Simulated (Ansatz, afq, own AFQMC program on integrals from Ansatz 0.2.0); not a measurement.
Two steps: Ansatz 0.2.0 writes the Fock matrix and Cholesky factors of the valence space, and afq projects on them the lowest state that overlaps trial and start.

```yaml
crystal:
  periodic: [false, false, false]
  atoms:
    - {symbol: Cl, position_ang: [-0.878987, 0.000000, 0.000000]}
    - {symbol: H, position_ang: [0.753013, 0.000000, 0.000000]}
    - {symbol: C, position_ang: [2.108013, 0.000000, 0.000000]}
    - {symbol: H, position_ang: [2.522481, 0.000000, 0.996161]}
    - {symbol: H, position_ang: [2.522481, 0.000000, -0.996161]}
basis:
  gaussian: {orbitals: cc-pVTZ}
magnetization: {spin_polarized: true, initial_magnetization: 2}
correlation: {method: ccsd_t, electrons: outside_noble_gas, hamiltonian_folder: ham}
```

```sh
$ ansatz run in.yaml --threads 1 --pin off --events-out ev --progress --plain --max-ram 24576MiB --backend cuda --devices 0, --max-vram 18GiB
```

afq runs on the folder ham with

```
--method phaseless --trial cisd --walkers 900 --populations 20 --least-time 60 --time-step 0.005 --steps-per-block 50 --equilibration-blocks 28 --max-blocks 4000 --target-error 0.00022 --factor-cut 1e-05 --start spin_pure --seed 5748 --release-times 0.24,0.51,0.99,1.62,2.4 --release-step 0.03 --release-every 3 --taylor-order 6
```

Times are imaginary, in 1/Eh. The walk had a cap of 236 s. With eight or more populations the least sampling time is a fifth of least-time, and the error comes from their spread.

Log:

```
orbitals 100  electrons 8 6  factors 591 of 599
reference energy -499.02344351 Eh
CCSD correlation -0.37384010 Eh in 12 cycles, weight of the determinant in the CISD state 0.8613
energy of the start -499.392647 Eh
 block  time / (1/Eh)  mean weight  energy / Eh
     1     0.250  1.0003  -499.389911
     2     0.500  1.0008  -499.395942
     3     0.750  0.9999  -499.400626
     4     1.000  0.9996  -499.404970
     5     1.250  0.9995  -499.408268
    10     2.500  1.0009  -499.412611
    37     9.250  0.9994  -499.410957
    67    16.750  1.0003  -499.412364
    97    24.250  0.9998  -499.412856
   127    31.750  1.0006  -499.411168
   157    39.250  0.9990  -499.410939
   187    46.750  1.0002  -499.411281
   193    48.250  0.9998  -499.406478
   217    54.250  0.9993  -499.411250
   247    61.750  1.0002  -499.408079
   265    66.250  1.0000  -499.411057
error from the spread of 20 populations
released: time / (1/Eh)  energy / Eh  error  mean overlap
  0.24  -499.411960  0.000143  0.9971
  0.51  -499.412268  0.000159  0.9927
  0.99  -499.412477  0.000152  0.9846
  1.62  -499.412575  0.000328  0.9776
  2.40  -499.412580  0.000350  0.9617
energy -499.411348 +/- 0.000115 Eh
(rows thinned)
```

The run passed its tests (sampling time, drift between the halves within three errors, error under three times the target), which doesn't prove that it has relaxed.

Against this walk (error 3.1 meV) on the same determinant: CCSD(T) 18.8 meV higher. The error is statistical and leaves out the bias of the constraint. None of these is a sure reference here. The released energies are still falling (meV from the phaseless value at times in 1/Eh: -17 ± 4 at 0.24, -25 ± 4 at 0.51, -31 ± 4 at 0.99, -33 ± 9 at 1.62, -34 ± 10 at 2.40), so they give no level; they do show a bias of the constraint, and the last of them that isn't too noisy lies 49 meV below CCSD(T).

Cautions: constraint bias not in the error; lower spins were not checked; unrestricted determinant slightly spin contaminated (⟨S²⟩ 2.07 against 2.00).

The walk took 2.6 min on 1 × NVIDIA H100 80GB HBM3 with 2 threads of AMD EPYC 7R13 Processor (Zen 3) (shared host) (the card was shared). The log's last line is the phaseless energy.

A walk keeps the symmetry of its determinant, which the program's search chose and which needn't be the lowest solution, so a lower state of the same spin and another symmetry isn't excluded.
